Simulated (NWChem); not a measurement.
# BH3Cl− (SMILES [H][B-]([H])([H])Cl): levels of theory compared

We compute a comparison of 4 runs (HF/STO-3G, HF/3-21G, TPSS/6-311+G**, wB97X/def2-TZVP) of BH3Cl−. 

The results are computed with NWChem 7.3.0.

1 further run of the same task is left out (set aside as unsound or not needed).

## (1) The system as given

BH3Cl−: 5 atoms, total charge -1, spin state singlet. SMILES: `[H][B-]([H])([H])Cl`. The shape is that of a GFN2-xTB optimisation.

Bond lengths: B1–Cl2 1.875 Å, B1–H3 1.207 Å, B1–H4 1.208 Å, B1–H5 1.207 Å. Angles: Cl2–B1–H3 106.7°, Cl2–B1–H4 106.7°, Cl2–B1–H5 106.7°, H3–B1–H4 112.1°, H3–B1–H5 112.2°, H4–B1–H5 112.1°.

## (2) Energy and forces at HF/STO-3G (run 1)

Contents of input.nw:

```
start input
memory total 2200 mb
charge -1

geometry noautosym nocenter noautoz
   B    -0.001280    0.001630   -0.167010
   Cl    0.013600   -0.021140    1.707330
   H     1.152300    0.011380   -0.522240
   H    -0.586640    1.005700   -0.497000
   H    -0.577980   -0.997580   -0.521080
end

basis spherical bse
   B library STO-3G
   Cl library STO-3G
   H library STO-3G
end

scf
   thresh 1e-08
   maxiter 80
end

task scf gradient
```

Launch:

```bash
$ nwchem input.nw > input.out
```

The program printed:

```text
[...]
  functions       =    17
[...]
  wavefunction    = RHF
[...]
         Total SCF energy =   -480.654690262362
      One-electron energy =   -756.602090762012
      Two-electron energy =    233.807676009289
 Nuclear repulsion energy =     42.139724490361
        Time for solution =      0.2s
[...]
                         RHF ENERGY GRADIENTS
    atom               coordinates                        gradient
                 x          y          z           x          y          z
   1 B      -0.002419   0.003080  -0.315603    0.000477  -0.001159   0.037662
   2 Cl      0.025700  -0.039949   3.226386   -0.000226   0.000384  -0.031209
   3 H       2.177531   0.021505  -0.986891    0.022648   0.000196  -0.002264
   4 H      -1.108589   1.900497  -0.939194   -0.011671   0.020095  -0.001969
   5 H      -1.092224  -1.885153  -0.984698   -0.011227  -0.019517  -0.002220
[...]
```

Run time: 0.86 s. Hardware: 1 thread of Intel Xeon 6975P-C (Granite Rapids), shared host; peak memory 0.099 GiB.

## (3) Energy and gradient at HF/3-21G (run 2)

Contents of geom.nw:

```
start geom
title "BClH3 hf"
memory total 2200 mb
charge -1
geometry noautosym nocenter noautoz
   B    -0.001280    0.001630   -0.167010
   Cl    0.013600   -0.021140    1.707330
   H     1.152300    0.011380   -0.522240
   H    -0.586640    1.005700   -0.497000
   H    -0.577980   -0.997580   -0.521080
end
basis spherical bse
   * library 3-21G
end
scf
   thresh 1e-08
   maxiter 80
end
task scf gradient
```

Launch:

```bash
$ nwchem geom.nw > geom.out
```

The program printed:

```text
[...]
  functions       =    28
[...]
  wavefunction    = RHF
[...]
         Total SCF energy =   -483.620649011321
      One-electron energy =   -757.778652972906
      Two-electron energy =    232.018279471225
 Nuclear repulsion energy =     42.139724490361
        Time for solution =      0.2s
[...]
                         RHF ENERGY GRADIENTS
    atom               coordinates                        gradient
                 x          y          z           x          y          z
   1 B      -0.002419   0.003080  -0.315603    0.000453  -0.000998   0.039057
   2 Cl      0.025700  -0.039949   3.226386   -0.000407   0.000653  -0.053550
   3 H       2.177531   0.021505  -0.986891   -0.003357  -0.000037   0.004906
   4 H      -1.108589   1.900497  -0.939194    0.001548  -0.002604   0.004668
   5 H      -1.092224  -1.885153  -0.984698    0.001763   0.002986   0.004919
[...]
```

Run time: 0.9 s. Hardware: 1 thread of Intel Xeon 6975P-C (Granite Rapids), shared host; peak memory 0.097 GiB.

Run 3 isn't shown in full; the table further down has it.

## (4) Energy and gradient at wB97X/def2-TZVP (run 4)

Contents of bclh3.nw:

```
start bclh3
memory total 2200 mb
charge -1

geometry units angstroms noautosym nocenter noautoz
   B    -0.001280    0.001630   -0.167010
   Cl    0.013600   -0.021140    1.707330
   H     1.152300    0.011380   -0.522240
   H    -0.586640    1.005700   -0.497000
   H    -0.577980   -0.997580   -0.521080
end

basis "ao basis" spherical bse
   * library def2-TZVP
end

dft
   xc wb97x
   grid xfine
   convergence energy 1e-08
   iterations 100
   mulliken
end

task dft gradient
```

Launch:

```bash
$ nwchem bclh3.nw > bclh3.out
```

The program printed:

```text
[...]
          Wavefunction type:  closed shell.
          No. of atoms     :     5
          No. of electrons :    26
[...]
          Charge           :    -1
          Spin multiplicity:     1
[...]
          AO basis - number of functions:    86
[...]
              XC Information
              --------------
                       wb97x  Method XC Functional
                     Hartree-Fock (Exact) Exchange  1.000
                         wb97x Exchange Functional  1.000
                      wb97x Correlation Functional  1.000
[...]
 d= 0,ls=0.0,diis     1   -486.7206046072 -5.29D+02  1.59D-02  4.46D+00     4.0
[...]
 d= 0,ls=0.0,diis     9   -486.9362559916 -2.37D-09  1.88D-06  2.05D-09    34.4
         Total DFT energy =     -486.936255991624
      One electron energy =     -760.483562330197
           Coulomb energy =      265.083357505778
    Exchange-Corr. energy =      -33.675775657565
 Nuclear repulsion energy =       42.139724490361
[...]
      Total Density - Mulliken Population Analysis
     ---------------------------------------------
    Atom       Charge   Shell Charges
 -----------   ------   -------------------------------------------------------
    1 B    5     5.09   0.92  1.06  0.49  0.37  0.08  1.05  0.81  0.23  0.04  0.04  0.01
    2 Cl  17    17.47   2.01  0.43  1.52  1.10  0.80  4.19  1.66  1.16  2.79  1.76  0.01  0.03  0.00
    3 H    1     1.14   0.27  0.51  0.35  0.01
    4 H    1     1.15   0.27  0.51  0.35  0.01
    5 H    1     1.14   0.27  0.51  0.35  0.01
[...]
  wavefunction    = closed shell
[...]
                         DFT ENERGY GRADIENTS
    atom               coordinates                        gradient
                 x          y          z           x          y          z
   1 B      -0.002419   0.003080  -0.315603    0.000194  -0.000570   0.006883
   2 Cl      0.025700  -0.039949   3.226386   -0.000162   0.000271  -0.022162
   3 H       2.177531   0.021505  -0.986891   -0.006223  -0.000060   0.005185
   4 H      -1.108589   1.900497  -0.939194    0.003003  -0.005107   0.004897
   5 H      -1.092224  -1.885153  -0.984698    0.003188   0.005466   0.005197
[...]
```

It took 53 s on 1 thread of Intel Xeon 6975P-C (Granite Rapids), shared host; peak memory 0.13 GiB.

## (5) All runs side by side

```csv
run,level,iteration cap,module,energy (Eh),HOMO energy (eV),LUMO energy (eV),HOMO–LUMO gap (eV),wall time
1,HF/STO-3G,80,scf,-480.654690,-2.09,21.07,23.16,0.86 s
2,HF/3-21G,80,scf,-483.620649,-4.73,12.48,17.21,0.9 s
3,TPSS/6-311+G**,100,dft,-486.977790,-0.69,4.07,4.76,16 s
4,wB97X/def2-TZVP,100,dft,-486.936256,-4.15,8.23,12.39,53 s
```

## (6) What came out

| quantity | value |
| --- | --- |
| run 4: total energy | -486.93626 Eh |
| run 4: HOMO energy | -4.15 eV |
| run 4: LUMO energy | 8.23 eV |
| run 4: HOMO–LUMO gap (to an unbound level, set by the basis) | 12.39 eV |
| run 4: largest force on an atom | 1.140 eV/Å |

**Reading.** The HOMO–LUMO gap runs from 4.76 eV (TPSS/6-311+G**) to 23.16 eV (HF/STO-3G). The two ends differ in method and basis. The empty levels of an anion lie above zero and hang on the basis. Totals of different functionals can't be ranked against each other. In run 1 the basis is minimal, so the values are rough. All runs together took 70 s, the longest 53 s.
